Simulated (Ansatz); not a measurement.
# H₂Cl (doublet): from Hartree-Fock to the top rungs at distance H1–H2 along a hydrogen transfer = 0.693 Å, cc-pVTZ

How much of the correlation energy of H₂Cl (doublet) does each wave-function method recover here?

Method: cc-pVTZ, core rule «outside noble gas», up to 5 orbitals frozen; program: Ansatz 0.2.0, Gaussian basis.

To be run: UHF; CCSD(T) on ROHF; CCSD(T) on UHF; BCCD(T) on ROHF; CISD; CCSDT(Q) on ROHF; CCSDT(Q) on UHF; CASSCF and NEVPT2, 3 electrons in 3 orbitals; CASSCF and MRCISD+Q, 9 electrons in 6 orbitals; CASSCF and NEVPT2, 9 electrons in 6 orbitals.

6 further runs of the same task are left out: 1 for a mislabelled method, 3 that didn't finish, 2 set aside as unsound or not needed.

## (1) The system

The geometry derives from fragments relaxed apart (PBE0/def2-TZVP) and kept rigid, so it is no stationary point. A hydrogen atom is moved between rigid fragments.

3 atoms, charge 0, spin multiplicity 2.

Atoms are counted from 1 here; the program's logs count them from 0.

Bond lengths: H1–H2 0.693 Å.

## (2) UHF

The input, in.yaml:

```yaml
crystal:
  periodic: [false, false, false]
  atoms:
    - {symbol: H, position_ang: [0.000000, 0.000000, -1.123667]}
    - {symbol: H, position_ang: [0.000000, 0.000000, -0.430667]}
    - {symbol: Cl, position_ang: [0.000000, 0.000000, 1.554333]}
basis:
  gaussian: {orbitals: cc-pVTZ}
magnetization: {spin_polarized: true, initial_magnetization: 1}
hamiltonian: {xc: hf}
output: {orbitals: {seedname: orbitals}}
```

On the command line:

```
ansatz run in.yaml --threads 1 --pin off --events-out ev --progress --plain --max-ram 2393MiB
```

After this run come: CCSD(T) on ROHF; CCSD(T) on UHF; BCCD(T) on ROHF; CISD; CCSDT(Q) on ROHF; CCSDT(Q) on UHF; CASSCF and NEVPT2, 3 electrons in 3 orbitals; CASSCF and MRCISD+Q, 9 electrons in 6 orbitals; CASSCF and NEVPT2, 9 electrons in 6 orbitals.

Q: Predict the results of all the runs planned. Wanted: UCCSDT(Q) below the RHF energy; RMP2 from UCCSDT(Q); UMP2 from UCCSDT(Q); RCCSD from UCCSDT(Q); RCCSD(T) from UCCSDT(Q); UCCSD(T) from UCCSDT(Q); RCCSDT(Q) from UCCSDT(Q); NEVPT2 pair from UCCSDT(Q); NEVPT2 valence from UCCSDT(Q).

**Answer**, as computed:

| quantity | value |
| --- | --- |
| UCCSDT(Q) below the RHF energy | -6.4883 eV |
| RMP2 from UCCSDT(Q) | +972.6 meV |
| UMP2 from UCCSDT(Q) | +1000.3 meV |
| RCCSD from UCCSDT(Q) | +198.7 meV |
| RCCSD(T) from UCCSDT(Q) | +24.0 meV |
| UCCSD(T) from UCCSDT(Q) | +23.8 meV |
| RCCSDT(Q) from UCCSDT(Q) | +0.9 meV |
| NEVPT2 pair from UCCSDT(Q) | +968.8 meV |
| NEVPT2 valence from UCCSDT(Q) | +1517.0 meV |
| MRCISD+Q valence from UCCSDT(Q) | +66.5 meV |
| levels within 1 kcal/mol (43 meV) | RCCSD(T), UCCSD(T), BCCD(T), RCCSDT, UCCSDT, RCCSDT(Q) |
| T1 diagnostic | 0.016 |
| effectively unpaired electrons | 1.00 |

In words: RCCSD(T) lands +24.0 meV from the yardstick (0.4 % of the correlation energy). One determinant dominates. Of the multireference levels listed MRCISD+Q valence comes nearest in total energy (+66.5 meV), which doesn't show that its space is the better one. These misses are within one basis, not against nature; the frozen cores of restricted and unrestricted runs differ, which can shift their rows.
